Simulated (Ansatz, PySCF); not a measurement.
System: propyne, C3H4, charge 0, multiplicity 1. 
Coordinates optimised at B3LYP-D3(BJ)/def2-TZVP (Ansatz, a program for electronic structure):
SMILES: C#CC
```xyz
7

C     -0.0011    -0.0004     0.2181
C     -0.0068    -0.0029     1.4176
C      0.0060     0.0025    -1.2360
H     -0.0119    -0.0051     2.4795
H      0.0152     1.0232    -1.6237
H      0.8874    -0.5130    -1.6226
H     -0.8790    -0.5002    -1.6311
```
Charge 0, spin multiplicity 1.

Dipole moments at this geometry, in debye (magnitudes).

| level | program | dipole (D) |
|---|---|---|
| BLYP/def2-TZVPD | Ansatz | 0.84 |
| BP86/def2-TZVPD | PySCF | 0.86 |
| M06-L/def2-TZVPD | PySCF | 0.82 |
| B97M-V/def2-TZVPD | Ansatz | 0.83 |
| B3LYP/def2-TZVPD | Ansatz | 0.83 |
| PBE0/def2-TZVPD | Ansatz | 0.84 |
| BHLYP/def2-TZVPD | Ansatz | 0.81 |
| M06-2X/def2-TZVPD | PySCF | 0.81 |
| CAM-B3LYP/def2-TZVPD | PySCF | 0.82 |
| CCSD(T)/aug-cc-pVDZ | Ansatz | 0.72 |

Measured: 0.78 D (NIST CCCBDB, as tabulated in the package chemicals), a vibrational average. This is an older compilation, not checked against later work.
